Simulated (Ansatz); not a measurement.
# Al₂H₂ (triplet): PBE, r2SCAN, B97M-V over a scan of the scale of all distances, 6-31G

Aim: run Al₂H₂ (triplet) with these functionals over a scan of the scale of all distances, and hold them against the top wave-function level at the same points.

Method: 6-31G, all electrons in the functionals; program: Ansatz 0.2.0, Gaussian basis.

Plan: PBE, r2SCAN, B97M-V, at 0.871; 1.000; 1.118; 1.293; 1.503; 1.781; 1.994; 2.437.

17 further runs of the same task are left out: 12 that didn't finish, 5 set aside as unsound or not needed.

### 1 The geometry

The geometry derives from a PBE0/def2-TZVP stationary point (not a proven minimum). All distances are scaled together.

4 atoms, charge 0, spin multiplicity 3.

Atoms are counted from 1 here; the program's logs count them from 0.

Bond lengths: Al1–Al2 2.545 Å, Al1–H3 1.589 Å, Al1–H4 1.589 Å. Angles: Al2–Al1–H3 116.8°, Al2–Al1–H4 116.8°, H3–Al1–H4 126.5°.

No dispersion term is added; B97M-V holds VV10 nonlocal correlation.

The geometry shown and the zero of energy belong to the point 1.000. The yardstick, FCI, and other wave-function levels (R restricted, U unrestricted, valence and pair active spaces) come from earlier runs.

### 2 PBE, 0.871

File in.yaml:

```yaml
crystal:
  periodic: [false, false, false]
  atoms:
    - {symbol: Al, position_ang: [0.000000, 0.000000, -1.046034]}
    - {symbol: Al, position_ang: [0.000000, 0.000000, 1.170748]}
    - {symbol: H, position_ang: [0.000000, 1.235426, -1.669235]}
    - {symbol: H, position_ang: [0.000000, -1.235426, -1.669235]}
basis:
  gaussian: {orbitals: 6-31G}
magnetization: {spin_polarized: true, initial_magnetization: 2}
hamiltonian: {xc: {name: PBE}}
output: {orbitals: {seedname: orbitals}}
```

Launch:

```sh
ansatz run in.yaml --threads 1 --pin off --events-out ev --progress --plain --max-ram 2393MiB
```

Further steps of the session: PBE, 1.000; PBE, 1.118; PBE, 1.293; PBE, 1.503; PBE, 1.781; PBE, 1.994; PBE, 2.437; r2SCAN, 0.871; r2SCAN, 1.000; r2SCAN, 1.118; r2SCAN, 1.293; r2SCAN, 1.503; r2SCAN, 1.781; r2SCAN, 1.994; r2SCAN, 2.437; B97M-V, 0.871; B97M-V, 1.000; B97M-V, 1.118; B97M-V, 1.293; B97M-V, 1.503; B97M-V, 1.781; B97M-V, 1.994; B97M-V, 2.437.

Q: Predict the results of all the runs planned. Wanted: span of the FCI curve; largest miss, PBE; largest miss, r2SCAN; largest miss, B97M-V; largest miss, RCCSD(T); largest miss, UCCSD(T).

**Answer**, as computed:

```
              quantity                  value
 span of the FCI curve           485.3 kJ/mol
     largest miss, PBE  +113.4 kJ/mol (2.437)
  largest miss, r2SCAN  +128.2 kJ/mol (2.437)
  largest miss, B97M-V  +147.2 kJ/mol (2.437)
largest miss, RCCSD(T)    +2.9 kJ/mol (1.503)
largest miss, UCCSD(T)    +3.8 kJ/mol (1.503)
```

Of the functionals, PBE keep the smallest largest miss at the points compared (at most 113.4 kJ/mol) and B97M-V strays most (147.2 kJ/mol, at 2.437). PBE, r2SCAN, B97M-V clearly break the spin symmetry at some points (⟨S²⟩ up to 0.68 above the pure value), so energy there is bought with a mixed spin. Functionals and the yardstick converge differently with the basis, so part of each miss in 6-31G is the basis.
